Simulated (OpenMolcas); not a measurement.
# HCl (hydrogen chloride): levels of theory compared

Aim: a comparison of 6 runs (HF/STO-3G, B3LYP/def2-TZVPPD, BLYP/def2-TZVPPD, M06-2X/def2-TZVPPD, PBE0/def2-TZVPPD, TPSS/def2-TZVPPD) of HCl (hydrogen chloride). 

The results are computed with OpenMolcas 26.06.

1 further run of the same task is left out (set aside as unsound or not needed).

**1. Starting point**

The species is HCl (2 atoms), meant as a singlet with charge 0. As SMILES, `Cl`. The coordinates come from a PBE0-D4/def2-TZVP relaxation.

Bond lengths: Cl1–H2 1.279 Å.

**2. Energy and gradient at HF/STO-3G (run 1)**

mol.inp

```
* ClH Hartree-Fock

&gateway
  baslib = $CurrDir
  coord
  2
  angstrom
  Cl       0.546000      -0.178500       0.280800
  H       -0.546000       0.178500      -0.280800
  basis = STO-3G
  group = NoSym

&seward

&scf
  thresholds = 1e-10 1e-07 1e-07 1e-05
  prorbitals = 1 1

&alaska
```

The basis set STO-3G is read from a file made from the Basis Set Exchange's data (not shown).

Launch:

```sh
export MOLCAS_MEM=1860
pymolcas mol.inp > mol.log
```

The log of the run:

```text
--- Start Module: gateway ---
[...]
--- Stop Module: gateway /rc=_RC_ALL_IS_WELL_ ---
[...]
      Basis functions           10
[...]
--- Start Module: scf ---
[...]
       Convergence after   7 Iterations
[...]
::    Total SCF energy                               -455.1350621880
[...]
      Total spin, S                                     0.0000000000
[...]
      Total electronic charge=   18.000000
      Total            charge=   -0.000000
[...]
      Dipole Moment (debye):
      Origin of the operator (angstrom)=    0.5154   -0.1685    0.2651
                   X= -1.4836E+00               Y=  4.8501E-01               Z= -7.6297E-01           Total=  1.7373E+00
      Quadrupole Moment (debye*angstrom):
[...]
--- Stop Module: scf /rc=_RC_ALL_IS_WELL_ ---
--- Start Module: alaska ---
[...]
 *              Molecular gradients               *
 **************************************************
  Irreducible representation: a
 ------------------------------------------------------------------------------------------
                              X                       Y                       Z
 ------------------------------------------------------------------------------------------
  CL1              -2.55314946711787E-02    8.34683479636344E-03   -1.31304829737600E-02
  H2                2.55314946711787E-02   -8.34683479636389E-03    1.31304829737604E-02
 ------------------------------------------------------------------------------------------
--- Stop Module: alaska /rc=_RC_ALL_IS_WELL_ ---
[...]
```

Run time: 1.6 s. Hardware: 1 thread of AMD EPYC 9R45 (Zen 5), shared host; peak memory 0.37 GiB.

**3. Energy and forces at B3LYP/def2-TZVPPD (run 2)**

coord.xyz

```xyz
2

Cl     0.546000    -0.178500     0.280800
H     -0.546000     0.178500    -0.280800
```

test.inp

```
* ClH Kohn-Sham DFT
>>> EXPORT MOLCAS_PRINT=2

&gateway
 baslib=$CurrDir
 coord=coord.xyz
 basis=def2-TZVPPD
 group=NoSym

&seward
 gridinput
 Grid=UltraFine
 End of Grid

&scf
 ksdft=B3LYP
 thresholds=1e-10 1e-07 1e-07 1e-05
 prorbitals=0

&alaska
```

The basis set def2-TZVPPD is read from a file made from the Basis Set Exchange's data (not shown).

Launch:

```sh
export MOLCAS_MEM=1860
pymolcas test.inp > test.log
```

The log of the run:

```text
--- Start Module: gateway ---
[...]
--- Stop Module: gateway /rc=_RC_ALL_IS_WELL_ ---
[...]
      Basis functions           68
[...]
--- Start Module: scf ---
[...]
       Convergence after  10 Iterations
[...]
::    Total KS-DFT energy                            -460.8377579369
[...]
      Total spin, S                                     0.0000000000
[...]
      Total electronic charge=   18.000000
      Total            charge=   -0.000000
[...]
      Dipole Moment (debye):
      Origin of the operator (angstrom)=    0.5154   -0.1685    0.2651
                   X= -9.3242E-01               Y=  3.0483E-01               Z= -4.7953E-01           Total=  1.0919E+00
      Quadrupole Moment (debye*angstrom):
[...]
--- Stop Module: scf /rc=_RC_ALL_IS_WELL_ ---
[...]
--- Start Module: alaska ---
[...]
 *              Molecular gradients               *
 **************************************************
  Irreducible representation: a
 ------------------------------------------------------------------------------------------
                              X                       Y                       Z
 ------------------------------------------------------------------------------------------
  CL1              -1.13029274262999E-03    3.69518781174971E-04   -5.81293410532702E-04
  H2                1.13029274263088E-03   -3.69518781174971E-04    5.81293410534034E-04
 ------------------------------------------------------------------------------------------
--- Stop Module: alaska /rc=_RC_ALL_IS_WELL_ ---
[...]
```

It took 6 s on 1 thread of AMD EPYC 9R45 (Zen 5), shared host; peak memory 0.41 GiB.

Runs 3 to 5 aren't shown in full; the table further down has their settings and results.

**4. Energy and forces at TPSS/def2-TZVPPD (run 6)**

input.xyz

```xyz
2

Cl     0.546000    -0.178500     0.280800
H     -0.546000     0.178500    -0.280800
```

test.inp

```
>>> EXPORT MOLCAS_PRINT=2
&GATEWAY
BASLIB=$CurrDir
COORD=input.xyz
BASIS=def2-TZVPPD
GROUP=NoSym
&SEWARD
GRIDINPUT
Grid=UltraFine
End of Grid
&SCF
KSDFT=2
1.0 MGGA_X_TPSS
1.0 MGGA_C_TPSS
THRESHOLDS=1e-10 1e-07 1e-07 1e-05
PRORBITALS=1 1
&ALASKA
```

The basis set def2-TZVPPD is read from a file made from the Basis Set Exchange's data (not shown).

Launch:

```sh
export MOLCAS_MEM=1860
pymolcas test.inp > test.log
```

The log of the run:

```text
--- Start Module: gateway ---
[...]
--- Stop Module: gateway /rc=_RC_ALL_IS_WELL_ ---
[...]
      Basis functions           68
[...]
--- Start Module: scf ---
[...]
       Convergence after  11 Iterations
[...]
::    Total KS-DFT energy                            -460.8402851605
[...]
      Total spin, S                                     0.0000000000
[...]
      Total electronic charge=   18.000000
      Total            charge=   -0.000000
[...]
      Dipole Moment (debye):
      Origin of the operator (angstrom)=    0.5154   -0.1685    0.2651
                   X= -9.2582E-01               Y=  3.0267E-01               Z= -4.7614E-01           Total=  1.0842E+00
      Quadrupole Moment (debye*angstrom):
[...]
--- Stop Module: scf /rc=_RC_ALL_IS_WELL_ ---
[...]
--- Start Module: alaska ---
[...]
 *              Molecular gradients               *
 **************************************************
  Irreducible representation: a
 ------------------------------------------------------------------------------------------
                              X                       Y                       Z
 ------------------------------------------------------------------------------------------
  CL1              -2.77165118337663E-03    9.06116732989126E-04   -1.42542060865791E-03
  H2                2.77165118337663E-03   -9.06116732988682E-04    1.42542060865791E-03
 ------------------------------------------------------------------------------------------
--- Stop Module: alaska /rc=_RC_ALL_IS_WELL_ ---
[...]
```

Wall time 7.5 s (1 thread of AMD EPYC 9R45 (Zen 5), shared host); peak memory 0.41 GiB.

**5. The series**

```tsv
run	level	integration grid	energy (Eh)	dipole moment (D)	HOMO energy (eV)	LUMO energy (eV)	wall time
1	HF/STO-3G	–	-455.135062	1.74	-11.51	10.92	1.6 s
2	B3LYP/def2-TZVPPD	UltraFine	-460.837758	1.09	-9.23	-0.47	6 s
3	BLYP/def2-TZVPPD	UltraFine	-460.815971	1.05	-7.90	-1.02	6.3 s
4	M06-2X/def2-TZVPPD	UltraFine	-460.800304	1.12	-10.90	0.36	7.8 s
5	PBE0/def2-TZVPPD	UltraFine	-460.666708	1.12	-9.50	-0.11	6 s
6	TPSS/def2-TZVPPD	UltraFine	-460.840285	1.08	-8.15	-0.77	7.5 s
```

**6. Outcome**

| quantity | value |
| --- | --- |
| run 6: total energy | -460.84029 Eh |
| run 6: dipole moment | 1.08 D |
| run 6: HOMO energy | -8.15 eV |
| run 6: LUMO energy | -0.77 eV |
| run 6: HOMO–LUMO gap | 7.38 eV |
| run 6: largest force on an atom | 0.167 eV/Å |

What this shows: The dipole moment (its size) runs from 1.05 D (BLYP/def2-TZVPPD) to 1.74 D (HF/STO-3G). The two ends differ in method and basis. The HOMO–LUMO gap runs from 6.88 eV (BLYP/def2-TZVPPD) to 22.43 eV (HF/STO-3G). Totals of different functionals can't be ranked against each other. In run 1 the basis is minimal, so the values are rough. All runs together took 35 s, the longest 7.8 s.
